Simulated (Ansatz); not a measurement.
## What a trial cell of LiH3 relaxes into

Theory: DFT PBE, scalar-relativistic, plane waves, PAW (Ansatz 0.2.0). Cutoff 420 eV, Γ-centred k mesh, Gaussian smearing, no spin polarisation in the final step.

The start puts LiH3 on the TiAl3 (D0_22) structure type (I4/mmm, No. 139), with Li in place of Ti, H in place of Al, at a guessed volume.

```
CELL_PARAMETERS angstrom
-1.50495 1.50495 3.36171
1.50495 -1.50495 3.36171
1.50495 1.50495 -3.36171
ATOMIC_POSITIONS crystal
Li 0.00000 0.00000 0.00000
H 0.50000 0.50000 0.00000
H 0.25000 0.75000 0.50000
H 0.75000 0.25000 0.50000
```

Steps on the 8×8×8 mesh (4 atoms). 10 of 11 steps are shown, and the free energy counts from the last. Trial steps that were taken back and renewals of the plane-wave basis can be among the rows.

| step | ΔF (meV/atom) | V (Å³/atom) | P (GPa) |
| --- | --- | --- | --- |
| 1 | 190.9 | 7.61 | -9.60 |
| 2 | 143.0 | 6.85 | -8.03 |
| 3 | 106.8 | 6.32 | -6.41 |
| 4 | 77.4 | 5.95 | -4.85 |
| 5 | 50.4 | 5.61 | -3.07 |
| 6 | 24.9 | 5.34 | -1.34 |
| 7 | 9.3 | 5.12 | 0.63 |
| 8 | 0.3 | 4.97 | 1.98 |
| 9 | -0.5 | 5.05 | 1.02 |
| 11 | 0.0 | 5.14 | -0.06 |

A final relaxation ran on a 22×22×22 mesh. The relaxed crystal, Fm-3m (No. 225):

```cif
data_structure
_symmetry_space_group_name_H-M 'Fm-3m'
_symmetry_Int_Tables_number 225
_cell_length_a 4.3477
_cell_length_b 4.3477
_cell_length_c 4.3477
_cell_angle_alpha 90.000
_cell_angle_beta 90.000
_cell_angle_gamma 90.000
_cell_volume 82.18
loop_
_atom_site_label
_atom_site_type_symbol
_atom_site_symmetry_multiplicity
_atom_site_Wyckoff_symbol
_atom_site_fract_x
_atom_site_fract_y
_atom_site_fract_z
_atom_site_occupancy
Li1 Li 4 a 0.00000 0.00000 0.00000 1
H1 H 4 b 0.50000 0.00000 0.00000 1
H2 H 8 c 0.25000 0.25000 0.75000 1
```

* Volume per atom: 5.14 Å³
* Density: 0.81 g/cm³
* Energy over the elements: 0.56 eV/atom
* Gap on the 22×22×22 mesh: 0 eV (a metal)

Energies over the elements count from the elements' standard structures at the same level (H₂ as a molecule), with no empirical corrections.

The final run used a 22×22×22 mesh on its 4-atom cell and 0.10 eV smearing. For metals, differences of a few meV/atom aren't resolved.

A structure relaxed within its symmetry needn't be a true minimum.

Cost: 3 runs of about 0.64 core-minutes in all, on Intel Xeon 6975P-C (Granite Rapids) (shared hosts).